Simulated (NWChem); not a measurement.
CH$_{6}$Si; SMILES [SiH3]C

Computed with NWChem. Each level has its own optimisation; frequencies are unscaled.

For level PBE/def2-SVP:

| Property | Value |
|---|---|
| r H–Si (Å) | 1.506 |
| r C–H (Å) | 1.109 |
| highest harmonic frequency (cm⁻¹) | 3083 |
| lowest (cm⁻¹) | 202 |
| zero-point energy (kcal/mol) | 37.1 |
| dipole (D) | 0.83 |

### Question
How do the values read with level Hartree-Fock/STO-3G instead?

### Answer
- r H–Si (Å): 1.423
- r C–H (Å): 1.082
- highest harmonic frequency (cm⁻¹): 3752
- lowest (cm⁻¹): 189
- zero-point energy (kcal/mol): 47.9
- dipole (D): 0.07
